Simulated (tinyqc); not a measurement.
Inside a calculation. Method: Pariser-Parr-Pople SCF with singles CI, for the molecule c1cc[nH]c1 (SMILES; centres numbered as the heavy atoms are written). One step of it, computed by the program tinyqc.

Task: Iteration 1: Fock matrix. F_rr = H_rr + P_rr gamma_rr / 2 + sum_(s != r) P_ss gamma_rs; F_rs = H_rs - P_rs gamma_rs / 2; E = tr P (H + F) / 2 + core repulsion sum_(r<s) z_r z_s gamma_rs.

P at the start, lower triangle:
```
           1C         2C         3C        4N        5C
1C   1.195329
2C   0.642543   1.195329
3C  -0.240683   0.653744   1.197419
4N  -0.252340  -0.252340   0.642899  1.214503
5C   0.653744  -0.240683  -0.249794  0.642899  1.197419
```

core matrix H (eV), lower triangle:
```
            1C          2C          3C          4N          5C
1C  -36.587262
2C   -2.570000  -36.586359
3C    0.000000   -2.570000  -38.486572
4N    0.000000    0.000000   -2.430000  -50.409196
5C   -2.570000    0.000000    0.000000   -2.430000  -38.485552
```

repulsion gamma_rs (eV), lower triangle:
```
           1C         2C         3C         4N         5C
1C  11.620000
2C   5.455288  11.620000
3C   4.109371   5.456741  11.620000
4N   4.448658   4.448132   6.070769  18.010000
5C   5.455288   4.108067   4.108922   6.071638  11.620000
```

Centres (angstrom, eV; a flat drawing with bonds scaled to 1.40 angstrom):
```
centre          x          y  core charge z          W   gamma_rr
1C       1.191000   0.000000              1  12.670000  11.620000
2C       0.368000   1.133000              1  12.670000  11.620000
3C      -0.963000   0.700000              1  12.670000  11.620000
4N      -0.963000  -0.700000              2  29.370000  18.010000
5C       0.368000  -1.133000              1  12.670000  11.620000
```

Give: F; pi energy.

Result:

F (eV), lower triangle:
```
         1C       2C       3C        4N       5C
1C  -6.2657
2C  -4.3226  -6.2653
3C   0.4945  -4.3537  -7.8018
4N   0.5613   0.5612  -4.3814  -14.2985
5C  -4.3532   0.4944   0.5132   -4.3817  -7.8031
```

pi energy = -98.0600 eV
